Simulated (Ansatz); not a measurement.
Cost and result for the atomization energy of `CC(C)C(F)F` (14 atoms, 13 bonds).

Z-matrix (Å, degrees):
```
C
C 1 1.522
H 1 1.093 2 111.8
H 1 1.091 2 110.3 3 -119.9
H 1 1.092 2 110.8 3 120.6
C 2 1.521 1 112.2 3 179.3
C 2 1.511 1 109.9 3 -56.0
H 2 1.097 1 108.8 3 58.5
H 6 1.091 2 111.5 1 -179.7
H 6 1.092 2 110.8 1 59.7
H 6 1.092 2 110.1 1 -59.6
F 7 1.360 2 110.8 1 175.6
F 7 1.362 2 111.0 1 -65.9
H 7 1.096 2 112.9 1 54.8
```

Total charge 0; spin multiplicity 1. The geometry is a stationary point of PBE0-D4/def2-TZVP. It is one conformer, not always the lowest. Program: Ansatz. All runs use 4 threads of an Intel Xeon 6975P-C on a shared host. Times are those of one run each, without the atoms' runs, and a repeat can differ threefold. Electronic energies, without spin–orbit coupling; frozen cores. CCSD(T)/CBS adds CCSD(T) − MP2 in def2-TZVPP to the MP2 limit, and its time is that of the two runs behind it. T1 = 0.010.

CCSD(T)/CBS is a level of theory with its own doubt, some kJ/mol a heavy atom from the limit and from the frozen cores, so smaller differences don't rank the functionals.

```csv
level,functions,wall time
LDA (SPW92)/def2-TZVPP,298,0.95 s
revPBE-D4/def2-TZVPP,298,1.4 s
BLYP-D4/def2-TZVPP,298,1.4 s
PBE-D4/def2-TZVPP (with forces),298,1.7 s
PBE0-D4/def2-TZVPP,298,2 s
r2SCAN-D4/def2-TZVPP (with forces),298,2.9 s
PBE-QIDH/def2-TZVPP,298,4.1 s
ωB97X-V/def2-TZVPP,298,4.6 s
CCSD(T)/def2-SVP,124,4.6 s
B97M-V/def2-TZVPP,298,5 s
MP2/def2-QZVPP,582,21 s
CCSD(T)/def2-TZVPP,298,3.5 min
CCSD(T)/CBS(def2),–,3.8 min
```

(1) What atomization energy does each give, and how far from CCSD(T)/CBS? (An estimate is asked.)

Results:

(1) Computed: 
```csv
level,atomization (kcal/mol),difference from CCSD(T)/CBS,per bond
LDA (SPW92)/def2-TZVPP,1528.9,200.3,15.4
revPBE-D4/def2-TZVPP,1325.5,-3.1,-0.2
BLYP-D4/def2-TZVPP,1324.1,-4.5,-0.3
PBE-D4/def2-TZVPP (with forces),1359.4,30.8,2.4
PBE0-D4/def2-TZVPP,1336.4,7.8,0.6
r2SCAN-D4/def2-TZVPP (with forces),1332.8,4.2,0.3
PBE-QIDH/def2-TZVPP,1325.8,-2.8,-0.2
ωB97X-V/def2-TZVPP,1331.4,2.8,0.2
CCSD(T)/def2-SVP,1278.3,-50.3,-3.9
B97M-V/def2-TZVPP,1329.5,0.9,0.1
MP2/def2-QZVPP,1338.5,9.9,0.8
CCSD(T)/def2-TZVPP,1299.5,-29.1,-2.2
CCSD(T)/CBS(def2),1328.6,0.0,0.0
```

The D4 term adds +9.3 kcal/mol with B3LYP and +4.9 kcal/mol with PBE0; it sums over pairs of atoms, weighted by their polarisabilities, and B3LYP, whose exchange is more repulsive, gets the larger term. Leaving LDA and LC-ωPBE aside and taking each functional with its dispersion term where it has one, the values, not all of them listed here, spread over 69.8 kcal/mol, from BHLYP-D4 to PBE-D4. LDA lies +175.3 kcal/mol from PBE without D4, its usual overbinding. From PBE to PBE0 (25 % exact exchange), in def2-TZVPP and without D4, the atomization energy moves by −22.0 kcal/mol: exact exchange takes away binding that semilocal exchange gives to molecules.

B3LYP here is the variant with VWN-RPA as its local correlation; programs differ in this.
